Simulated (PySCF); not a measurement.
**SMILES O=[Si], OSi**

Geometry:
| atom | x (Å) | y (Å) | z (Å) |
| --- | --- | --- | --- |
| O1 | 0.758 | -0.024 | 0.057 |
| Si2 | -0.765 | -0.016 | 0.047 |

Method used: PySCF 2.14.0, GIAO PW91/aug-cc-pVTZ magnetisability, rotational g tensor and spin-rotation constants, non-relativistic, gas phase. Geometry: PBE0-D3(BJ)/def2-SVP.

Q: Give the nuclear spin-rotation constants along the inertial axes (H = +C I·J) beside the isotropic shieldings.

A: Rotational constants –, 21.3999, 21.3999 GHz. A star marks the isotopologue with that one atom substituted, in its own axes.
| atom | isotope | Caa (kHz) | Cbb (kHz) | Ccc (kHz) | mean (kHz) | σ (ppm) |
| --- | --- | --- | --- | --- | --- | --- |
| O1 | 17O* | – | -16.441 | -16.441 | -16.441 | -248.2 |
| Si2 | 29Si* | – | -24.393 | -24.393 | -24.393 | 237.5 |

For the geometry as given, no vibrational averaging.
